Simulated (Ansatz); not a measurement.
**GeS (Pnma, No. 62)**

The numbers are results of PBE in Ansatz (plane waves, PAW), not measurements.

Run with plane-wave cutoff 500 eV, 4×12×10 k mesh (along the axes of the cell as run), Fermi–Dirac smearing 0.05 eV, scalar-relativistic PAW data made under PBE.

Cell (relaxed at this level):

```
CELL_PARAMETERS angstrom
     10.78518     0.00000     0.00000
      0.00000     3.66385     0.00000
      0.00000     0.00000     4.46152
ATOMIC_POSITIONS crystal
  Ge 0.87405 0.25000 0.36432
  Ge 0.12595 0.75000 0.63568
  Ge 0.62595 0.75000 0.86432
  Ge 0.37405 0.25000 0.13568
  S  0.65297 0.25000 0.50264
  S  0.34703 0.75000 0.49736
  S  0.84703 0.75000 0.00264
  S  0.15297 0.25000 0.99736
```

```json
{
  "band_gap": "1.24 eV (on the SCF k mesh)"
}
```

Measured, for comparison: band gap 1.65 eV (room temperature, not corrected to a static lattice, our sources range from 1.58 to 1.65; as tabulated in Setten et al. (2017), arXiv:1709.07349).

Note: the cell comes from a level without a dispersion term, which matters for the spacing of layers, chains or molecules; the volume lies 8 % above that of the published cell; the cell has widely spaced layers and the level no dispersion term, so their spacing and the moduli can rest on weak binding.

Spin–orbit coupling is not included.

The computed numbers hold no vibrational or temperature effects.

Ansatz is an electronic-structure program.
